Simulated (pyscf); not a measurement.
ethyl (•H₂C–CH₃) + hydrogen (H₂) -> ethane (H₃C–CH₃) + H atom (H•), a hydrogen abstraction (doublet surface; H–H broken, C–H formed). Structures and frequencies: ωB97X-D3(BJ)/def2-SVP in PySCF. Energies in kcal/mol from the separated reactants.

Small-basis levels: PySCF, no dispersion term, spherical d functions. AM1 to PM7: differences of heats of formation from MOPAC, which are fitted to 298 K values and so differ in kind from electronic energies by zero-point and thermal terms. Open shells are spin-unrestricted. 

| level | barrier | reaction energy |
|---|---|---|
| HF/3-21G | 19.3 | -2.5 |
| HF/6-31G* | ___ | -2.3 |
| MP2/6-31G* | 14.6 | -8.5 |
| SVWN5/6-31G* | -3.9 | -5.7 |
| PBE/6-31G* | ___ | -2.2 |
| B3LYP/LANL2DZ | 10.6 | +3.4 |
| B3LYP/6-31G* | 8.9 | +1.5 |
| M06-2X/6-31G* | 10.3 | -3.0 |
| PM6 | 26.3 | +45.0 |
| ωB97M-D3(BJ)/def2-TZVP | ___ | -0.2 |

Task: Fill in the missing entries.

Result: 
- HF/6-31G*, barrier: 20.7
- PBE/6-31G*, barrier: 4.7
- ωB97M-D3(BJ)/def2-TZVP, barrier: 10.9

Against the last row the barrier runs from -14.8 (SVWN5/6-31G*) to +15.4 kcal/mol (PM6). At SVWN5/6-31G*, PM6 this geometry lies under one side, so the entry may be no barrier of that level: it is a single point on another level's saddle. ωB97M-D3(BJ)/def2-TZVP has limits of its own. One saddle was located; it need not be the lowest between these sides. The angle at the transferred H is 176°.
